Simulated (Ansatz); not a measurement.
Total energies of SiO2 (the lowest singlet isomer of a short search) from Ansatz at r2SCAN-D4/def2-TZVP, gas phase (1 Eh = 27.2114 eV = 2625.5 kJ/mol). The reference geometry is relaxed at PBE0-D4/def2-TZVP.

Cartesian coordinates in Å:
```
Si 0.000 0.000 0.000
O -0.801 1.266 -0.153
O 0.801 -1.266 0.153
```

```json
{"state": "charge 0 singlet", "geometry": "reference", "energy (Eh)": "-439.93106"}
{"state": "charge 1 doublet", "geometry": "reference", "energy (Eh)": "-439.47646"}
{"state": "charge 0 triplet", "geometry": "relaxed at PBE0-D4/def2-TZVP", "energy (Eh)": "-439.85506"}
{"state": "charge 0 quintet", "geometry": "relaxed at PBE0-D4/def2-TZVP", "energy (Eh)": "-439.69929"}
{"state": "free Si atom (triplet)", "geometry": "–", "energy (Eh)": "-289.34121"}
{"state": "free O atom (triplet)", "geometry": "–", "energy (Eh)": "-75.05861"}
```

Question: Work out the vertical ionisation energy to the doublet.

Answer: E(charge 1 doublet) − E(charge 0 singlet) = -439.47646 − (-439.93106) = 0.45460 Eh = 12.37 eV. For comparison, −ε of the highest occupied level is 8.73 eV at this level, 3.64 eV less.

Question: Which of the charge 0 states is lowest, and how far above it are the others?

Answer: The singlet. triplet: -439.85506 − (-439.93106) = 0.07600 Eh = 199.5 kJ/mol; quintet: -439.69929 − (-439.93106) = 0.23177 Eh = 608.5 kJ/mol.

Question: What is the binding energy per atom against free atoms?

Answer: Atoms: 1 × (-289.34121) + 2 × (-75.05861) = -439.45843 Eh. Binding: -439.45843 − (-439.93106) = 0.47263 Eh = 12.86 eV, or 4.29 eV for each of 3 atoms (no zero-point energy, no counterpoise term).

The structure comes from a short search, and lower isomers may exist.
